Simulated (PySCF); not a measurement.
C₅H₁₁S (charge +1).
Numbering: `[CH3:1][S+:2]1[CH2:3][CH2:4][CH2:5][CH2:6]1` (hydrogens: H7, H8, H9 on C1; H10, H11 on C3; H12, H13 on C4; H14, H15 on C5; H16, H17 on C6)

Cartesian coordinates in Å at the GFN2-xTB level; atoms count from 1:
```xyz
17
C5H11S angstrom
C      2.165   -0.155   -0.221
S      0.889   -0.022    1.056
C     -0.298   -1.296    0.492
C     -1.187   -0.623   -0.540
C     -1.467    0.772    0.004
C     -0.121    1.366    0.399
H      1.720   -0.218   -1.208
H      2.809    0.718   -0.150
H      2.755   -1.044   -0.014
H     -0.864   -1.591    1.375
H      0.252   -2.157    0.120
H     -0.687   -0.565   -1.509
H     -2.106   -1.192   -0.673
H     -1.952    1.404   -0.739
H     -2.122    0.708    0.873
H     -0.205    2.120    1.179
H      0.411    1.788   -0.452
```

Computed geometry: GFN2-xTB, gas phase.

Masses are those of the commonest isotopes; rigid-rotor values at the optimised geometry. The values belong to one conformer with, in the numbering `[CH3:1][S+:2]1[CH2:3][CH2:4][CH2:5][CH2:6]1`, C1–S2–C3–C4 -85°, S2–C3–C4–C5 -40°, C3–C4–C5–C6 50°, C4–C5–C6–S2 -36°.

Question: Give the principal moments of inertia and the rotational constants in GHz.

Answer: Ia = 113.28, Ib = 197.81, Ic = 235.59 u·Å²; 505379 MHz·u·Å²/I gives 4461, 2555 and 2145 MHz, that is A = 4.4615, B = 2.5549, C = 2.1452 GHz.

Question: Classify the top.

Answer: An asymmetric top: κ = (2 × 2555 − 4461 − 2145)/(4461 − 2145) = -0.65.

Question: What does the inertial defect say?

Answer: Not planar: Δ = Ic − Ia − Ib = -75.50 u·Å². For a rigid frame Δ = −2 Σ m c², so Σ m c² = 37.75 u·Å² lies off the ab plane: 12.28 from hydrogen and 25.47 from heavier atoms. The atom farthest from that plane is 1.76 Å away.

Question: Give the other two planar moments, Paa and Pbb, and the rms extents of the mass along the axes.

Answer: Paa = Σ m a² = (Ib + Ic − Ia)/2 = 160.06 and Pbb = Σ m b² = (Ia + Ic − Ib)/2 = 75.53 u·Å². With the mass M = 103.06 u, the rms extents √(P/M) along a, b and c are 1.25, 0.86, 0.61 Å.

No GFN2-xTB frequencies stand behind this structure, so it isn't proved a minimum. No vibrational averaging or centrifugal distortion is included, and the geometry carries the error of its method.
